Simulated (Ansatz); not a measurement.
**[OH···H···SiH2], singlet in cc-pVDZ: errors against RCCSDT(Q)**

Geometry: a point of a hydrogen-transfer path between rigid fragments, not a stationary point.

```xyz
6

O    -1.9601    0.0172    0.0000
H    -2.2094    0.9438    0.0000
H    -0.7181    0.0172    0.0000
Si    1.0989    0.0172    0.0000
H     1.7111   -0.8571    1.0900
H     1.7111   -0.8571   -1.0900
```

Basis cc-pVDZ; Ansatz 0.2.0. Correlated methods freeze the noble-gas cores, which leaves 14 electrons in 46 orbitals. R marks a restricted (for open shells ROHF) determinant, U an unrestricted one. Active spaces: pair = (2e, 2o) about the gap.

Full CI isn't at hand for all of this; RCCSDT(Q) serves as the reference, and is uncertain by about the last step of the cluster series. The frozen core follows each run's orbitals, which can shift R against U totals by a few meV.

Unrestricted rows (U) aren't spin-pure: their determinants' ⟨S²⟩ exceeds S(S+1) by up to 0.70, so they mix in states of higher spin.

The UHF ⟨S²⟩ is 0.700. The T1 diagnostic (RCCSD) is 0.0183 and the largest doubles amplitude (RCCSD) is 0.129.

```tsv
level	E − E(RCCSDT(Q)) (kJ/mol)	share of correlation (%)	wall time
RHF	942.8	0.00	–
UHF	906.0	3.90	–
RMP2	121.3	87.13	–
UMP2	154.5	83.61	–
CISD	123.1	86.95	1.3 s
RCCSD	30.8	96.73	–
UCCSD	37.6	96.01	–
RCCSD(T)	6.2	99.34	0.63 s
UCCSD(T)	13.3	98.59	6 s
BCCD(T)	6.2	99.34	0.81 s
RCCSDT	3.0	99.68	–
UCCSDT	4.0	99.58	–
UCCSDT(Q)	0.2	99.98	82 s
CASSCF (pair space)	861.5	8.63	–
NEVPT2 (pair space)	128.5	86.38	0.6 s
MRCISD (pair space)	103.5	89.03	–
MRCISD+Q (pair space)	16.7	98.23	0.84 s
```

The correlation energy at RCCSDT(Q), counted from RHF, is -9.771 eV. That run took 18 s on 1 thread of Arm Neoverse V2, shared host.

Times hold each run's SCF and search for its determinant on a shared host, so for small cases they say little of a method's own cost; they ran on 1 thread of Arm Neoverse V2.
